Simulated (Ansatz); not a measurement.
Zr$_{2}$CuH$_{2}$: computed properties

All numbers below come from DFT r2SCAN, scalar-relativistic, plane waves, PAW (Ansatz 0.2.0).

Settings: cutoff 500 eV, Γ-centred mesh 16×16×16 on the computed 5-atom cell, Gaussian smearing of 0.10 eV; no spin polarisation.

The structure is relaxed at this level of theory with its symmetry kept. Whether it is the stable form of this composition wasn't checked.

```
Zr Cu H
1.0
    -1.63271    1.63271    5.85566
     1.63271   -1.63271    5.85566
     1.63271    1.63271   -5.85566
Zr Cu H
2 1 2
Direct
  0.63866 0.63866 0.00000
  0.36134 0.36134 0.00000
  0.00000 0.00000 0.00000
  0.75000 0.25000 0.50000
  0.25000 0.75000 0.50000
```

```
Space group                                                       : I4/mmm (No. 139)
Volume per atom                                                   : 12.49 Å³
Formation energy from the elements' standard states (uncorrected) : -0.402 eV/atom
Generalised Kohn–Sham band gap                                    : none (metal)
Density of states at the Fermi level                              : 3.12 states/eV per cell
Löwdin character within 0.5 eV of the Fermi level                 : Zr 4d 81 %, Cu 3d 7 %, unprojected 5 %
Bulk modulus                                                      : 131 GPa
Its pressure derivative                                           : 4.0
Bader charges (e)                                                 : Zr (2 in the cell) 1.49, Cu (1 in the cell) -1.45, H (2 in the cell) -0.76
```

Cost: 6 runs of about 17 core-minutes in all, on Intel Xeon 6975P-C (Granite Rapids) (shared hosts).